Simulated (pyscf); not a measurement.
This saddle point was located with ωB97X-D3(BJ)/def2-SVP in PySCF.

```
O
H 1 1.2669
Cl 2 1.4877 1 142.66
Si 1 1.7067 2 136.20 3 177.53
H 4 1.4824 1 108.73 2 120.66
H 4 1.4826 5 111.86 1 -120.11
H 4 1.4862 5 110.90 6 -124.27
Ti 1 1.8929 2 88.83 3 0.23
Cl 8 2.1517 1 120.67 2 76.92
Cl 8 2.1522 1 121.39 2 -76.42
Cl 8 2.1857 1 91.13 2 -179.80
```
Charge 0, spin multiplicity 1.

Surface: singlet, charge 0. Lowest wavenumbers (cm⁻¹): 897i, 27, 79, 102, 115.

### Question
What reaction is this the transition state of?

### Answer
Cl–Ti(Cl)(Cl)–Cl + HO–SiH₃ <-> HCl + H₃Si–O–Ti(Cl)(Cl)–Cl, a four-centre exchange read from left to right: Cl–Ti, H–O broken and Cl–H, O–Ti formed. At ωB97M-D3(BJ)/def2-TZVP it lies +36.0 kJ/mol from the left side and +53.4 kJ/mol from the right (each side as separated species at their lowest minima found). On the reactant side the descent ends in an adduct with a O–Ti contact (not fully relaxed), 49.4 kJ/mol under the separated species and 71.6 kJ/mol under the saddle at ωB97X-D3(BJ)/def2-TZVP. What is counted as formed (O–Ti) is already present as a longer contact in the reactant adduct; forming that adduct is a step of its own. At ωB97X-D3(BJ)/def2-TZVP the barrier from the zero used here is 22.2 kJ/mol. This is the saddle that the search found; another between the same sides may lie lower.
